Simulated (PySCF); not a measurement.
# Simulated absorption spectrum

Compound: C5H9N.
InChI=1S/C5H9N/c1-2-3-4-5-6/h2-3,5-6H,4H2,1H3/b3-2+,6-5+

Computed with TDDFT CAM-B3LYP/def2-SVPD, vertical, gas phase, core orbitals frozen in the response in PySCF 2.14.0, density-fitted response routines. One conformer (not necessarily the lowest) at the GFN2-xTB geometry, without solvent, vibrations or thermal averaging. Torsions of this conformer, `[H]/[N:6]=[CH:5]/[CH2:4]/[CH:3]=[CH:2]/[CH3:1]`: C2–C3–C4–C5 111°, C3–C4–C5–N6 118°.

Broadening: Gaussians 0.3 eV wide at half height, area fixed by f = 4.319×10⁻⁹ ∫ε dν̃. The width is an assumption, not a result. The curve ends short of the highest state used, and states not computed would add to its high-energy end.

λ (nm), ε (L mol⁻¹ cm⁻¹) and a bar:
```
    167.7       2069 ###
    169.9       3560 #####
    172.0       5369 ########
    174.1       5322 ########
    176.3       3403 #####
    178.4       1709 ###
    180.6       1847 ###
    182.7       5021 ########
    184.8      11370 #################
    187.0      18235 ###########################
    189.1      20061 ##############################
    191.2      15944 ########################
    193.4       9048 ##############
    195.5       3940 ######
    197.7       1241 ##
    199.8        320 
    201.9         65 
    204.1         10 
    206.2          1 
    208.4          0 
    210.5          0 
    212.6          0 
    214.8          0 
    216.9          0 
    219.1          2 
    221.2          8 
    223.3         24 
    225.5         66 
    227.6        144 
    229.8        271 
    231.9        422 #
    234.0        564 #
    236.2        656 #
    238.3        659 #
    240.4        583 #
    242.6        450 #
    244.7        312 
    246.9        189 
    249.0        105 
    251.1         53 
    253.3         24 
    255.4         10 
    257.6          4 
    259.7          1
```

(1) Locate the maxima and give the states behind the curve.

(2) On this curve, what absorbance would a 10⁻³ mol/L sample give at 254 nm over a 1 cm path?

(3) Coming from long wavelengths, where does ε first pass 100 L mol⁻¹ cm⁻¹?

## Answers

(1) 237 nm (5.22 eV), ε about 670, made up of S1 (100%); 189 nm (6.57 eV), ε about 20000, made up of S2 (100%); 173 nm (7.17 eV), ε about 5600, made up of S3 (73%) and S4 (27%) (ε in L mol⁻¹ cm⁻¹; maxima over ε = 5, shares over 10%). The states used: S1 5.22 eV (f 0.0074); S2 6.57 eV (f 0.225); S3 7.14 eV (f 0.047); S4 7.23 eV (f 0.019); S5 7.49 eV (f 0.0008); S6 7.74 eV (f 0.285); S7 7.94 eV (f 0.014); S8 7.99 eV (f 0.026).

(2) 254 nm is 4.881 eV, where ε is about 18 L mol⁻¹ cm⁻¹, so A = ε c l ≈ 0.018 (Beer–Lambert, with the gas-phase spectrum and the assumed width).

(3) At about 249 nm (4.98 eV), 0.25 eV below S1.
